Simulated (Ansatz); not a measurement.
**An input for doublet SiH2O−**

SiH2O−: 4 atoms, total charge -1, spin state doublet. SMILES of the parent species: `O=[SiH2]`. Geometry: optimised at wB97X-V/def2-SVP.

```jsonl
{"atom": "O", "x (Å)": "-0.4097", "y (Å)": "0.3828", "z (Å)": "1.4762"}
{"atom": "Si", "x (Å)": "0.3367", "y (Å)": "0.1220", "z (Å)": "0.1038"}
{"atom": "H", "x (Å)": "0.3184", "y (Å)": "-1.3367", "z (Å)": "-0.4306"}
{"atom": "H", "x (Å)": "-0.2454", "y (Å)": "0.8319", "z (Å)": "-1.1495"}
```

Settings wanted:

```json
{"basis set": "def2-TZVPP", "integral approximation": "automatic", "task": "energy", "method": "DFT", "functional": "wB97M-V", "reference": "UKS", "relativity": "none", "accuracy": "medium"}
```

**Question.** Give an Ansatz 0.2.0 job that does this.

**Answer.** This one ran through:

run.yaml:
```yaml
crystal:
  periodic: [false, false, false]
  atoms:
    - symbol: O
      position_ang: [-0.409708, 0.382825, 1.476179]
    - symbol: Si
      position_ang: [0.336695, 0.121956, 0.103775]
    - symbol: H
      position_ang: [0.318439, -1.336674, -0.430592]
    - symbol: H
      position_ang: [-0.245426, 0.831893, -1.149463]
basis:
  gaussian:
    orbitals: def2-TZVPP
total_charge: -1
magnetization:
  spin_polarized: true
  initial_magnetization: 1
hamiltonian:
  xc: {name: wB97M-V}
```

```bash
$ ansatz run run.yaml --threads 1 --pin off --max-ram 3480MiB --events-out events.jsonl --progress --plain --runs-dir runs
```

Calculated total energy: -365.91817 Eh. Without diffuse functions such a state is poorly described.
